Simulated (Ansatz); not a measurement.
AlSi⁺, triplet: reading a ladder of total energies

Geometry: that of the AlSi, quartet, kept fixed.

```xyz
2

Si    0.0000    0.0000    0.0000
Al    0.0000    0.0000    2.4162
```

Basis cc-pVDZ; Ansatz 0.2.0. Only valence electrons are correlated (noble-gas cores frozen), which leaves 6 electrons in 26 orbitals. Prefix R: restricted or restricted open-shell reference.

Full CI is exact within this basis and frozen core; it isn't the basis-set limit.

RCCSD has a T1 diagnostic of 0.043 and a largest doubles amplitude of 0.16.

The cluster runs stand on a determinant 0.19 eV above the lowest RHF solution, chosen by a search with trial CCSD; the correlation energy below is counted from it.

Runs differ by some tens of microhartree through their thresholds and, for an open shell, their frozen cores, so steps under 0.03 kcal/mol mean nothing.

Here the R and U totals at CCSDT(Q) differ by 0.12 kcal/mol, a measure of how far such totals hang on the determinant and its frozen core.

```csv
level,total energy (hartree)
RHF determinant under the cluster runs,-530.506624
RMP2,-530.602294
RCCSD,-530.631740
RCCSD(T),-530.638158
RCCSDT,-530.640084
RCCSDT(Q),-530.640537
full CI,-530.640625
```

Question: What is the correlation energy at full CI, and what share of it do RMP2 and RCCSDT(Q) recover?

Answer: E(corr) = -530.640625 − (-530.506624) = -0.134001 hartree = -3.646 eV. RMP2: -0.095670 / -0.134001 = 71.39 %. RCCSDT(Q): -0.133913 / -0.134001 = 99.93 %.

Question: By how many kcal/mol does RCCSD(T) miss full CI (1 hartree = 627.509 kcal/mol), and which steps make up the rest?

Answer: -530.638158 − (-530.640625) = 0.002467 hartree = 1.55 kcal/mol. Steps: RCCSDT − RCCSD(T) = -1.21, RCCSDT(Q) − RCCSDT = -0.28, full CI − RCCSDT(Q) = -0.06 kcal/mol. With more than one leading determinant such errors change with state and geometry, and needn't cancel in differences.
